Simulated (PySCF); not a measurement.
C$_{3}$H$_{8}$O, charge -1, doublet, at a GFN2-xTB geometry of the parent state (a state made from the parent by changing its charge; the spin is typed, not shown lowest) (in this run its highest filled SCF level lies above zero, so its values depend strongly on the basis, on diffuse functions most of all); PBE/3-21G (PySCF).

The PySCF input:
```python
from pyscf import gto, scf, dft

mol = gto.Mole()
mol.atom = '''
    O     0.02217187   -0.70637156   -0.00891756
    C    -0.00191006    0.70379066    0.00906344
    C     1.31940794   -1.23577614   -0.00427645
    C    -1.44920700    1.16750381    0.00224778
    H     0.51537054    1.07502478    0.90896197
    H     0.53111673    1.09799856   -0.87167144
    H     1.21557456   -2.31874503   -0.01916715
    H     1.88715969   -0.91090045   -0.88622004
    H     1.87140251   -0.93389025    0.89565558
    H    -1.94985378    0.79906787   -0.88859537
    H    -1.96544310    0.77632297    0.87429802
    H    -1.49244744    2.25298407    0.01587030
'''
mol.basis = '3-21g'
mol.charge = -1
mol.spin = 1
mol.verbose = 4
mol.build()

mf = dft.UKS(mol)
mf.xc = 'pbe'
mf.kernel()
mf.analyze()
```

### Question
Predict the main parts of the log of this PySCF run.

### Answer

```
PySCF version 2.14.0

[INPUT] verbose = 4
[INPUT] num. atoms = 12
[INPUT] num. electrons = 35
[INPUT] charge = -1
[INPUT] spin (= nelec alpha-beta = 2S) = 1
[INPUT] symmetry False subgroup None
[INPUT] Mole.unit = angstrom
[INPUT] Symbol           X                Y                Z      unit          X                Y                Z       unit  Magmom
[...]
nuclear repulsion = 133.862529551543
number of shells = 36
number of NR pGTOs = 84
number of NR cGTOs = 52
basis = 3-21g
ecp = {}

******** <class 'pyscf.dft.uks.UKS'> ********
method = UKS
initial guess = minao
damping factor = 0
level_shift factor = 0
DIIS = <class 'pyscf.scf.diis.CDIIS'>
diis_start_cycle = 1
diis_space = 8
diis_damp = 0
SCF conv_tol = 1e-09
SCF conv_tol_grad = None
SCF max_cycles = 50
direct_scf = True
direct_scf_tol = 1e-13
number electrons alpha = 18  beta = 17
XC library pyscf.dft.libxc version 7.1.2
    S. Lehtola, C. Steigemann, M. J. T. Oliveira, and M. A. L. Marques,  SoftwareX 7, 1–5 (2018)
XC functionals = pbe
    J. P. Perdew, K. Burke, and M. Ernzerhof,  Phys. Rev. Lett. 77, 3865 (1996)
    J. P. Perdew, K. Burke, and M. Ernzerhof,  Phys. Rev. Lett. 78, 1396 (1997)
    J. P. Perdew, K. Burke, and M. Ernzerhof,  Phys. Rev. Lett. 77, 3865 (1996)
    J. P. Perdew, K. Burke, and M. Ernzerhof,  Phys. Rev. Lett. 78, 1396 (1997)
radial grids:
    Treutler-Ahlrichs [JCP 102, 346 (1995); DOI:10.1063/1.469408] (M4) radial grids

becke partition: Becke, JCP 88, 2547 (1988); DOI:10.1063/1.454033
pruning grids: <function nwchem_prune>
grids dens level: 3
symmetrized grids: False
atomic radii adjust function: <function treutler_atomic_radii_adjust>
small_rho_cutoff = 0
Set gradient conv threshold to 3.16228e-05
tot grids = 134904
init E= -193.064250196979

cycle= 1 E= -192.669145281454  delta_E= 0.395  |g|= 0.566  |ddm|= 4.08
cycle= 2 E= -192.12376333485  delta_E= 0.545  |g|= 1.23  |ddm|= 8.01
cycle= 3 E= -192.814739820013  delta_E= -0.691  |g|= 0.177  |ddm|= 7.64
cycle= 4 E= -192.808914658904  delta_E= 0.00583  |g|= 0.164  |ddm|= 6.04
cycle= 5 E= -192.827743812182  delta_E= -0.0188  |g|= 0.0955  |ddm|= 5.83
cycle= 6 E= -192.835574472179  delta_E= -0.00783  |g|= 0.0119  |ddm|= 2.01
cycle= 7 E= -192.835630868473  delta_E= -5.64e-05  |g|= 0.00925  |ddm|= 0.304
cycle= 8 E= -192.835689532118  delta_E= -5.87e-05  |g|= 0.00267  |ddm|= 0.129
cycle= 9 E= -192.835693177056  delta_E= -3.64e-06  |g|= 0.000479  |ddm|= 0.0366
cycle= 10 E= -192.835693386432  delta_E= -2.09e-07  |g|= 0.000307  |ddm|= 0.0264
cycle= 11 E= -192.835693535743  delta_E= -1.49e-07  |g|= 6.54e-05  |ddm|= 0.0127
cycle= 12 E= -192.835693540736  delta_E= -4.99e-09  |g|= 8.47e-06  |ddm|= 0.00188
cycle= 13 E= -192.83569354078  delta_E= -4.4e-11  |g|= 4.99e-06  |ddm|= 9.77e-05
Extra cycle  E= -192.835693540764  delta_E= 1.53e-11  |g|= 7.99e-06  |ddm|= 3.91e-05
converged SCF energy = -192.835693540764  <S^2> = 0.75102746  2S+1 = 2.0010272
**** SCF Summaries ****
Total Energy =                        -192.835693540764368
Nuclear Repulsion Energy =             133.862529551542792
One-electron Energy =                 -533.175604471889528
Two-electron Energy =                  206.477381379582368
Two-electron Coulomb Energy =          234.272414756987331
DFT Exchange-Correlation Energy =      -27.795033377404948
**** MO energy ****
                             alpha | beta                alpha | beta
[...]
To work with the spin densities directly, `use mulliken_meta_spin()` only printing them here.

 ** Mulliken spin pop alpha/beta on meta-lowdin orthogonal AOs **
 ** Mulliken Spin Density (per AO)  **
spin_pop of  0 O 1s        0.00000
spin_pop of  0 O 2s        0.03285
spin_pop of  0 O 3s        0.00116
spin_pop of  0 O 2px      -0.00169
spin_pop of  0 O 2py      -0.00414
spin_pop of  0 O 2pz      -0.00455
spin_pop of  0 O 3px       0.00081
spin_pop of  0 O 3py       0.00009
spin_pop of  0 O 3pz      -0.00003
spin_pop of  1 C 1s       -0.00000
spin_pop of  1 C 2s        0.04332
spin_pop of  1 C 3s        0.00319
spin_pop of  1 C 2px       0.02141
spin_pop of  1 C 2py       0.09691
spin_pop of  1 C 2pz      -0.00815
spin_pop of  1 C 3px       0.00187
spin_pop of  1 C 3py       0.00944
spin_pop of  1 C 3pz       0.00021
spin_pop of  2 C 1s       -0.00000
spin_pop of  2 C 2s        0.03450
spin_pop of  2 C 3s        0.00394
spin_pop of  2 C 2px       0.13157
spin_pop of  2 C 2py       0.01104
spin_pop of  2 C 2pz      -0.00592
spin_pop of  2 C 3px       0.01738
spin_pop of  2 C 3py       0.00239
spin_pop of  2 C 3pz       0.00017
spin_pop of  3 C 1s       -0.00000
spin_pop of  3 C 2s        0.02815
spin_pop of  3 C 3s        0.00255
spin_pop of  3 C 2px       0.02136
spin_pop of  3 C 2py       0.00712
spin_pop of  3 C 2pz       0.00012
spin_pop of  3 C 3px       0.00563
spin_pop of  3 C 3py       0.00177
spin_pop of  3 C 3pz      -0.00001
spin_pop of  4 H 1s        0.06733
spin_pop of  4 H 2s        0.03981
spin_pop of  5 H 1s        0.06733
spin_pop of  5 H 2s        0.03981
spin_pop of  6 H 1s        0.02770
spin_pop of  6 H 2s        0.01254
spin_pop of  7 H 1s        0.05002
spin_pop of  7 H 2s        0.02647
spin_pop of  8 H 1s        0.05002
spin_pop of  8 H 2s        0.02647
spin_pop of  9 H 1s        0.00505
spin_pop of  9 H 2s        0.00778
spin_pop of  10 H 1s        0.00505
spin_pop of  10 H 2s        0.00778
spin_pop of  11 H 1s        0.08639
spin_pop of  11 H 2s        0.02600
 ** Mulliken Spin Density (per atom)  **
spin density of  0 O =      0.02451
spin density of  1 C =      0.16819
spin density of  2 C =      0.19507
spin density of  3 C =      0.06668
spin density of  4 H =      0.10713
spin density of  5 H =      0.10713
spin density of  6 H =      0.04024
spin density of  7 H =      0.07649
spin density of  8 H =      0.07649
spin density of  9 H =      0.01283
spin density of  10 H =      0.01283
spin density of  11 H =      0.11239
 ** Mulliken pop alpha/beta on meta-lowdin orthogonal AOs **
 ** Mulliken pop       alpha | beta **
In total            18.00000 | 17.00000
 ** Mulliken atomic charges   ( Nelec_alpha | Nelec_beta ) **
charge of  0O =     -0.38925  (     4.20688      4.18237 )
charge of  1C =     -0.06483  (     3.11651      2.94832 )
charge of  2C =     -0.21201  (     3.20354      3.00847 )
charge of  3C =     -0.33780  (     3.20224      3.13556 )
charge of  4H =     -0.04625  (     0.57669      0.46956 )
charge of  5H =     -0.04625  (     0.57669      0.46956 )
charge of  6H =      0.02686  (     0.50669      0.46645 )
charge of  7H =     -0.01673  (     0.54661      0.47012 )
charge of  8H =     -0.01673  (     0.54661      0.47012 )
charge of  9H =      0.05907  (     0.47688      0.46405 )
charge of  10H =      0.05907  (     0.47688      0.46405 )
charge of  11H =     -0.01513  (     0.56376      0.45137 )

WARN: System has nonzero charge -1; the dipole moment is origin-dependent.
Location of origin: [0. 0. 0.]

Dipole moment(X, Y, Z, Debye): -0.88218, -0.48088, -0.01405
```
